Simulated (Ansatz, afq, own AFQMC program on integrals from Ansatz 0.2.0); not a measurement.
Two steps: Ansatz 0.2.0 writes the Fock matrix and Cholesky factors of the valence space, and afq projects on them the lowest state that overlaps trial and start.

```yaml
crystal:
  periodic: [false, false, false]
  atoms:
    - {symbol: Si, position_ang: [0.000000, 0.000000, 2.405622]}
    - {symbol: Al, position_ang: [0.000000, 0.000000, -0.403378]}
    - {symbol: H, position_ang: [0.000000, 0.000000, -2.002244]}
basis:
  gaussian: {orbitals: 6-31G}
magnetization: {spin_polarized: true, initial_magnetization: 2}
correlation: {method: ccsd_t, electrons: outside_noble_gas, hamiltonian_folder: ham}
```

```sh
$ ansatz run in.yaml --threads 1 --pin off --events-out ev --progress --plain --max-ram 24576MiB --backend cuda --devices 0, --max-vram 18GiB
```

Options of the walk:

```
--method phaseless --trial cisd --walkers 4000 --populations 20 --least-time 60 --time-step 0.005 --steps-per-block 50 --equilibration-blocks 28 --max-blocks 4000 --target-error 0.00017 --factor-cut 1e-05 --start spin_pure --seed 9954 --release-times 0.24,0.51,0.99,1.62,2.4 --release-step 0.03 --release-every 3 --taylor-order 6
```

Times are imaginary, in 1/Eh. The walk had a cap of 122 s. With eight or more populations the least sampling time is a fifth of least-time, and the error comes from their spread.

Log:

```
orbitals 18  electrons 5 3  factors 101 of 310
reference energy -531.28079772 Eh
CCSD correlation -0.08097887 Eh in 13 cycles, weight of the determinant in the CISD state 0.8430
energy of the start -531.361644 Eh
 block  time / (1/Eh)  mean weight  energy / Eh
     1     0.250  1.0000  -531.361260
     2     0.500  1.0000  -531.361305
     3     0.750  0.9999  -531.361560
     4     1.000  0.9999  -531.361916
     5     1.250  1.0000  -531.362250
     8     2.000  1.0000  -531.363321
    11     2.750  1.0001  -531.364100
    14     3.500  1.0000  -531.364498
    17     4.250  0.9999  -531.364524
    20     5.000  1.0000  -531.365015
    23     5.750  1.0000  -531.364886
    26     6.500  1.0000  -531.365404
    29     7.250  1.0000  -531.365353
    32     8.000  0.9998  -531.365375
    35     8.750  1.0000  -531.365375
    38     9.500  1.0001  -531.365523
    41    10.250  1.0001  -531.365248
    44    11.000  1.0000  -531.365630
    47    11.750  1.0001  -531.365733
    48    12.000  1.0000  -531.365784
    49    12.250  1.0000  -531.360683
    50    12.500  1.0000  -531.365768
    53    13.250  0.9999  -531.365509
    56    14.000  1.0001  -531.365602
    59    14.750  1.0000  -531.365688
    62    15.500  1.0000  -531.365389
    65    16.250  1.0001  -531.365487
    68    17.000  1.0001  -531.365142
    71    17.750  1.0000  -531.365244
    74    18.500  0.9999  -531.365296
    77    19.250  0.9999  -531.365369
    78    19.500  1.0000  -531.364909
error from the spread of 20 populations
released: time / (1/Eh)  energy / Eh  error  mean overlap
  0.24  -531.365459  0.000101  1.0008
  0.51  -531.365495  0.000090  1.0001
  0.99  -531.365536  0.000075  1.0009
  1.62  -531.365614  0.000064  1.0029
  2.40  -531.365744  0.000064  1.0068
energy -531.365305 +/- 0.000158 Eh
(rows thinned)
```

The run passed its tests (sampling time, drift between the halves within three errors, error under three times the target), which doesn't prove that it has relaxed.

Against this walk (error 4.3 meV) on the same determinant: CCSD(T) 23.6 meV higher, CCSDT(Q) 22.9 meV lower, CCSDTQ 21.3 meV lower, full CI 21.6 meV lower. The error is statistical and leaves out the bias of the constraint. The released energies are still falling (meV from the phaseless value at times in 1/Eh: -4 ± 3 at 0.24, -5.2 ± 2.5 at 0.51, -6.3 ± 2.0 at 0.99, -8.4 ± 1.7 at 1.62, -11.9 ± 1.8 at 2.40), so they give no level. Full CI is exact here, so the walk's 22 meV above it is the walk's own error: the bias of the constraint with this trial.

Cautions: constraint bias not in the error; lower spins were not checked; strong correlation (T1 0.062, weight of the determinant 0.84, largest double 0.09).

The walk took 18 s on 1 × NVIDIA H100 80GB HBM3 with 2 threads of AMD EPYC 7R13 Processor (Zen 3) (shared host) (the card was shared). The log's last line is the phaseless energy.

CCSDT and higher add their correlation energy to the determinant of the CCSD(T) run, since their own runs factorise the integrals more tightly (a shift of under 2 meV). A walk keeps the symmetry of its determinant, which the program's search chose and which needn't be the lowest solution, so a lower state of the same spin and another symmetry isn't excluded.
